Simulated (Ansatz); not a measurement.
`N[SiH]` + H₂ → `[SiH2]` + NH₃ at 600 K and 1 bar (hydrogenolysis of the Si–N bond).

Calculated with Ansatz (gas phase, PBE0-D4/def2-TZVP geometries, no zero-point term in ΔE). CBS: def2 TZ/QZ extrapolation, frozen cores.

```tsv
species	CCSD(T)/CBS energy (Eh)	H − E (kJ/mol)	S (J/(mol·K))
`N[SiH]`	-345.55824	117.4	286.7
H₂	-1.17463	43.9	150.8
`[SiH2]`	-290.18696	52.1	233.9
NH₃	-56.50568	112.4	219.5
```

H − E and S are ideal-gas, rigid-rotor, harmonic terms from PBE0-D4/def2-TZVP. 1 Eh = 2625.50 kJ/mol, R = 8.31446 J/(mol·K).

Question: By hand: ΔE, ΔH, ΔS and ΔG.

Answer: ΔE = (-290.18696) + (-56.50568) − (-345.55824) − (-1.17463) = 0.04023 Eh = 105.6 kJ/mol. Δ(H − E) = 52.1 + 112.4 − 117.4 − 43.9 = 3.2, so ΔH = 108.8 kJ/mol. ΔS = 233.9 + 219.5 − 286.7 − 150.8 = 15.9 J/(mol·K). ΔG = 108.8 − 600 × (15.9)/1000 = 99.3 kJ/mol.

Question: By hand: the equilibrium constant, and the temperature at which ΔG would vanish if ΔH and ΔS stayed fixed.

Answer: log₁₀ K = −ΔG/(RT ln 10) = -8.6. ΔG = 0 at ΔH/ΔS = 6843 K, far beyond where these terms or the molecules hold.

ΔH outweighs TΔS. A doubt of 5 kJ/mol in ΔE shifts log₁₀ K by 0.4 here. These are equilibria of isolated gas molecules and say nothing of rates. Largest T1 diagnostic: 0.015 (customary marks: 0.02 for closed shells, 0.045 for open ones).
